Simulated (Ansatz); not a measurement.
# Br3In (InBr3): the cost of one run

Computed with Ansatz 0.2.0, Gaussian basis. Level: the settings change from run to run.

### 1 The geometry

The structure was relaxed beforehand with PBE0-D4/def2-SVP. In takes a core potential in def2 sets; no spin-orbit term is included.

4 atoms, charge 0, spin multiplicity 1.

Atoms are counted from 1 here; the program's logs count them from 0.

Bond lengths: In1–Br2 2.457 Å, In1–Br3 2.458 Å, In1–Br4 2.458 Å. Angles: Br2–In1–Br3 120.0°, Br2–In1–Br4 120.0°, Br3–In1–Br4 120.0°.

### 2 wB97M-V/x2c-TZVPPall

This run has atoms shaken by 0.15 Å.

Input file in.yaml:

```yaml
crystal:
  periodic: [false, false, false]
  atoms:
    - {symbol: In, position_ang: [-0.054742, -0.226851, -0.074646]}
    - {symbol: Br, position_ang: [2.283123, 0.216228, 0.146279]}
    - {symbol: Br, position_ang: [-1.296453, 2.272603, 0.221932]}
    - {symbol: Br, position_ang: [-1.597977, -2.367106, 0.069931]}
basis:
  gaussian: {orbitals: x2c-TZVPPall}
hamiltonian: {xc: {name: wB97M-V}}
```

On the command line:

```sh
$ ansatz run in.yaml --threads 2 --pin off --events-out ev --progress --plain --max-ram 4352MiB
```

What time and memory should one allow on 2 threads of Arm Neoverse V2, shared host?

About 30 s, with a peak of 0.92 GiB.
